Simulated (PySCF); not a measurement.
# BO−: bond curves at several levels of theory

What are the lowest state that PBE0 finds, the bond length, vibrational wavenumber and bond energy of BO−, and how much do these hang on the method?

Computed with PySCF 2.14.0. Level: B aug-pcseg-1, O aug-pcseg-1, no relativity.

2 further runs of the same task are left out: 2 set aside as unsound or not needed.

## (1) Set-up

Settings of the job:

```json
{
  "atoms": "B, O",
  "charge": "-1",
  "basis": "B aug-pcseg-1, O aug-pcseg-1",
  "Hamiltonian": "no relativity",
  "basis functions": "46",
  "electrons treated": "14",
  "masses in u": "11.0093, 15.9949",
  "levels": "PBE0, PBE, r²SCAN, M06, M06-L, PW91, LC-ωPBE, MP2, SCS-MP2, CCSD, CCSD(T)",
  "grid": "80 radial by 434 angular points",
  "occupations": "held fixed by the projection of orbital angular momentum",
  "dissociation limit": "B + O−, each in its ground configuration",
  "starting distance in angstrom": "1.515",
  "values of 2S to try": "0, 2"
}
```

Started as:

```
OMP_NUM_THREADS=1 python dia.py task.json out
```

Further steps of the session: The PBE0 curve of the state that the search chose; PBE; r²SCAN (meta-GGA); M06 (hybrid meta-GGA); M06-L; PW91 (GGA); LC-ωPBE; Adding correlation.

What does the calculation give? Wanted: for each run, Re; ωe; De; μ.

As calculated:

Lowest PBE0 solution found, without spin–orbit coupling: ¹Σ⁺ (singlet), closed shell.

```tsv
level	Re (Å)	ωe (cm⁻¹)	De (eV)	μ (D)
RHF-MP2	1.255	1667	9.61	n/a
RHF-SCS-MP2	1.252	1681	9.36	n/a
RHF-CCSD	1.246	1720	8.91	n/a
RHF-CCSD(T)	1.252	1684	9.06	n/a
PBE	1.250	1673	9.56	2.48
PW91	1.249	1676	9.58	2.43
r²SCAN	1.242	1722	9.44	2.51
M06-L	1.239	1740	9.45	2.57
PBE0	1.238	1746	9.40	2.38
M06	1.238	1750	9.33	2.26
LC-ωPBE	1.237	1766	9.35	2.31
```

De is counted to B + O− in their ground configurations. A positive dipole points from B to O; in an ion it is taken about the centre of mass and does not tell which atom is negative.

In words: The methods spread over 0.018 Å in bond length, from LC-ωPBE to RHF-MP2. Among the levels with a De in the table, it runs from 8.91 eV (RHF-CCSD) to 9.61 eV (RHF-MP2).

Correlated steps freeze 2 core orbitals. T1 is 0.023 near the minimum (highest on the curve 0.032), which may point to more than one leading configuration. With some functionals the highest level of the anion is positive, from self-interaction error or because the anion is truly unbound there; the finite basis then holds the extra electron, and no neutral molecule was run to test the binding.
